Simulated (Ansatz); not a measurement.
# HCN⁺, doublet: the ladder up to UCCSDTQ

Geometry: that of the HCN, singlet, kept fixed.

```xyz
3

N     0.0000    0.0000    1.1200
C     0.0000    0.0000   -0.0256
H     0.0000    0.0000   -1.0944
```

Basis cc-pVDZ; Ansatz 0.2.0. Only valence electrons are correlated (noble-gas cores frozen), which leaves 9 electrons in 31 orbitals. R marks a restricted (for open shells ROHF) determinant, U an unrestricted one. Active spaces: valence = (9e, 9o) chosen from the atoms' valence shells.

Full CI isn't at hand for all of this; UCCSDTQ serves as the reference, and is uncertain by about the last step of the cluster series. The frozen core follows each run's orbitals, which can shift R against U totals by a few meV.

For open shells CISD is restricted-active-space CI with the open shells as a complete middle space.

The UHF ⟨S²⟩ is 0.755 and the T1 diagnostic (RCCSD) is 0.0144. The largest doubles amplitude (RCCSD) is 0.112 and the T1 diagnostic (UCCSD) is 0.0136.

| level | E − E(UCCSDTQ) (kJ/mol) | share of correlation (%) | wall time |
| --- | --- | --- | --- |
| RHF | 663.4 | 0.00 | – |
| UHF | 657.4 | 0.90 | – |
| RMP2 | 89.0 | 86.59 | – |
| UMP2 | 89.6 | 86.49 | – |
| CISD | 59.7 | 90.99 | 0.98 s |
| RCCSD | 24.5 | 96.30 | – |
| UCCSD | 24.4 | 96.32 | – |
| RCCSD(T) | 4.3 | 99.36 | 2.2 s |
| UCCSD(T) | 4.3 | 99.36 | 2.1 s |
| BCCD(T) | 4.5 | 99.33 | 1.6 s |
| RCCSDT | 2.0 | 99.70 | – |
| UCCSDT | 1.9 | 99.71 | – |
| RCCSDT(Q) | 0.0 | 100.00 | 8.5 s |
| UCCSDT(Q) | 0.0 | 100.01 | 7.5 s |
| RCCSDTQ | 0.0 | 99.99 | 30 s (H100) |
| CASSCF (valence space) | 341.3 | 48.55 | – |
| NEVPT2 (valence space) | 66.7 | 89.95 | 2.9 s |
| MRCISD (valence space) | 13.4 | 97.97 | – |
| MRCISD+Q (valence space) | 0.4 | 99.94 | 4.6 s |

The correlation energy at UCCSDTQ, counted from RHF, is -6.876 eV. That run took 29 s on 2 threads of AMD EPYC 7R13 with a shared H100 80 GB, shared host.

Times hold each run's SCF and search for its determinant on a shared host, so for small cases they say little of a method's own cost; rows without a card ran on 1 thread of AMD EPYC 7R13.

Natural occupations of CASSCF (valence space) about the gap: 1.986 1.980 1.973 1.939 0.988 0.064 0.034 0.023 0.013; effectively unpaired electrons, Σ n²(2−n)², 1.04.
